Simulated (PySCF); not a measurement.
# Complex of fluorosilane and hydrogen sulfide

A gas-phase complex of fluorosilane and hydrogen sulfide; neutral, singlet. The structure comes from a short search (a few tight-binding starts) and was relaxed by PBE0-D3(BJ)/def2-SVPD; another way of binding may lie lower. No frequency run checks that it is a minimum.

```csv
part,name,SMILES,atoms,charge,multiplicity
1,fluorosilane,F[SiH3],1–5,0,1
2,hydrogen sulfide,S,6–8,0,1
```

```
atom  part   x (Å)   y (Å)   z (Å)
 Si1     1  -0.092  -0.067   0.342
  F2     1   1.019  -0.375  -0.836
  H3     1   0.642   0.255   1.593
  H4     1  -0.891   1.098  -0.128
  H5     1  -0.946  -1.273   0.492
  S6     2   2.176  -2.914   1.147
  H7     2   2.262  -2.271  -0.038
  H8     2   1.365  -3.867   0.641
```

```csv
contact,kind (by geometry),distance (Å),angle (°)
H7···F2,hydrogen bond,2.403,129
```

Interaction energies are complex less parts, with the parts frozen as they stand in it; counterpoise-corrected, in kcal/mol (PySCF). The CCSD(T) estimate is Hartree-Fock/aug-cc-pVTZ, plus the MP2 correlation part extrapolated as X⁻³ from aug-cc-pVDZ and aug-cc-pVTZ, plus CCSD(T) less MP2 in aug-cc-pVDZ; noble-gas cores are frozen. It isn't the exact limit.

**Question.** Give the interaction energy at each level run.

**Answer.** 
| level | interaction | superposition error removed |
| --- | --- | --- |
| Hartree-Fock/aug-cc-pVTZ | 0.20 | - |
| MP2/aug-cc-pVTZ | -2.02 | -0.54 |
| CCSD(T), estimated basis limit | -2.15 | - |

**Question.** What holds them together? Decompose the MP2/aug-cc-pVTZ energy: frozen parts, their antisymmetrised product, then relaxation.

**Answer.** electrostatic -3.7, Pauli repulsion +4.7, orbital relaxation -0.9, correlation -2.6 kcal/mol, which sum to the value before the counterpoise correction, the first three by Hartree-Fock. Of the attraction, 51 % is electrostatic, 36 % is correlation, 13 % is orbital relaxation.

The orbital and correlation terms together hold the superposition error of 0.5 kcal/mol.
